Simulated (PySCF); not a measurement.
**CH3F (fluoromethane): levels of theory compared**

Wanted: a comparison of 6 runs (HF/STO-3G, HF/3-21G, B3LYP/def2-TZVPP, M06-L/def2-TZVPP, wB97X/def2-TZVPP, SCS-MP2/def2-TZVPP) of CH3F (fluoromethane). 

The results are computed with PySCF 2.14.0.

2 further runs of the same task are left out: 2 set aside as unsound or not needed.

## Step 1: The molecule

CH3F has 5 atoms, charge 0, and is taken as a singlet. SMILES: `CF`. The C1–H4 distance was set to 1.420 Å, away from the relaxed value.

Bond lengths: C1–F2 1.376 Å, C1–H3 1.092 Å, C1–H5 1.092 Å. Angles: F2–C1–H3 109.1°, F2–C1–H5 109.1°, H3–C1–H5 109.9°. A long bond or contact: C1–H4 1.420 Å.

## Step 2: A single-point energy at HF/STO-3G (run 1)

File run.py:

```python
from pyscf import gto

mol = gto.Mole()
mol.atom = [
    ('C', (-0.034471, -0.196017, 0.241726)),
    ('F', (1.110329, -0.939417, 0.065326)),
    ('H', (-0.902471, -0.855817, 0.175926)),
    ('H', (-0.104800, 0.796000, -0.772000)),
    ('H', (-0.003571, 0.279583, 1.224626)),
]
mol.max_memory = 1860
mol.verbose = 3
mol.charge = 0
mol.basis = 'sto-3g'
mol.build()

mf = mol.RHF()
mf.conv_tol = 1e-10
mf.kernel()
if not mf.converged:
    mf = mf.newton().run(mf.mo_coeff, mf.mo_occ)

etot = mf.e_tot
print(f'total energy: {etot:.8f} hartree')
```

Command:

```console
OMP_NUM_THREADS=1 python run.py
```

What it wrote:

```text
converged SCF energy = -137.113786613731
total energy: -137.11378661 hartree
```

Wall time 1 s (1 thread of Arm Neoverse N1, shared host); peak memory 0.12 GiB.

## Step 3: A single-point energy at HF/3-21G (run 2)

File run.py:

```python
from pyscf import gto, scf

system = gto.Mole()
system.atom = '''
C     -0.034471    -0.196017     0.241726
F      1.110329    -0.939417     0.065326
H     -0.902471    -0.855817     0.175926
H     -0.104800     0.796000    -0.772000
H     -0.003571     0.279583     1.224626
'''
system.spin = 0
system.charge = 0
system.verbose = 3
system.basis = '3-21g'
system.max_memory = 1860
system.build()

hf = scf.RHF(system)
hf.conv_tol = 1e-10
hf.kernel()
if not hf.converged:
    hf = hf.newton().run(hf.mo_coeff, hf.mo_occ)

e_tot = hf.e_tot
print(f'total energy: {e_tot:.8f} hartree')
```

Command:

```console
OMP_NUM_THREADS=1 python run.py
```

What it wrote:

```text
converged SCF energy = -138.238534781529
total energy: -138.23853478 hartree
```

Run time: 0.86 s. Hardware: 1 thread of Arm Neoverse N1, shared host; peak memory 0.1 GiB.

Runs 3 to 5 aren't shown in full; the table further down has their settings and results.

## Step 4: The energy at SCS-MP2/def2-TZVPP (run 6)

File input.xyz:

```xyz
5
CH3F
C     -0.034471    -0.196017     0.241726
F      1.110329    -0.939417     0.065326
H     -0.902471    -0.855817     0.175926
H     -0.104800     0.796000    -0.772000
H     -0.003571     0.279583     1.224626
```

File calc.py:

```python
from pyscf import gto, mp

molecule = gto.Mole()
molecule.atom = 'input.xyz'
molecule.verbose = 3
molecule.basis = 'def2-tzvpp'
molecule.max_memory = 1860
molecule.spin = 0
molecule.build()

mf = molecule.RHF()
mf.conv_tol = 1e-10
mf.kernel()
if not mf.converged:
    mf = mf.newton().run(mf.mo_coeff, mf.mo_occ)

pt = mp.MP2(mf, frozen=2).run()
e_final = mf.e_tot + 1.2 * pt.e_corr_os + pt.e_corr_ss / 3
print('E = %.10f Eh' % e_final)
```

Command:

```console
OMP_NUM_THREADS=1 python calc.py
```

What it wrote:

```text
converged SCF energy = -139.058636878665
E(RMP2) = -139.494722154154  E_corr = -0.436085275489359
E(SCS-RMP2) = -139.494102779481  E_corr = -0.435465900815648
E = -139.4941027795 Eh
```

It took 3.3 s on 1 thread of Arm Neoverse N1, shared host; peak memory 0.26 GiB.

## Step 5: Overview of the runs

| run | level | integration grid | frozen core orbitals | energy (Eh) | dipole moment (D) of the reference | HOMO energy (eV) | LUMO energy (eV) | wall time |
| --- | --- | --- | --- | --- | --- | --- | --- | --- |
| 1 | HF/STO-3G | – | – | -137.113787 | 1.08 | -10.43 | 11.65 | 1 s |
| 2 | HF/3-21G | – | – | -138.238535 | 2.11 | -12.69 | 5.74 | 0.86 s |
| 3 | B3LYP/def2-TZVPP | 5 | – | -139.771530 | 1.64 | -9.03 | 0.35 | 16 s |
| 4 | M06-L/def2-TZVPP | 5 | – | -139.741259 | 1.50 | -7.95 | 0.28 | 35 s |
| 5 | wB97X/def2-TZVPP | 5 | – | -139.730392 | 1.68 | -11.72 | 2.89 | 26 s |
| 6 | SCS-MP2/def2-TZVPP | – | 2 | -139.494103 | 1.88 | -12.96 | 3.68 | 3.3 s |

## Step 6: Summary of results

```
                                          quantity          value
                               run 6: total energy  -139.49410 Eh
       run 6: dipole moment (Hartree–Fock density)         1.88 D
        run 6: HOMO energy (Hartree–Fock orbitals)      -12.96 eV
        run 6: LUMO energy (Hartree–Fock orbitals)        3.68 eV
      run 6: HOMO–LUMO gap (Hartree–Fock orbitals)       16.63 eV
run 6: correlation energy (2 core orbitals frozen)     -435.5 mEh
```

Over runs 1, 2, 3, 4, 5 the dipole moment (its size) runs from 1.08 D (HF/STO-3G) to 2.11 D (HF/3-21G). Over runs 1, 2, 3, 4, 5 the HOMO–LUMO gap runs from 8.23 eV (M06-L/def2-TZVPP) to 22.08 eV (HF/STO-3G). The two ends differ in method and basis. Totals of different functionals can't be ranked against each other. In run 1 the basis is minimal, so the values are rough. All runs together took 82 s, the longest 35 s.
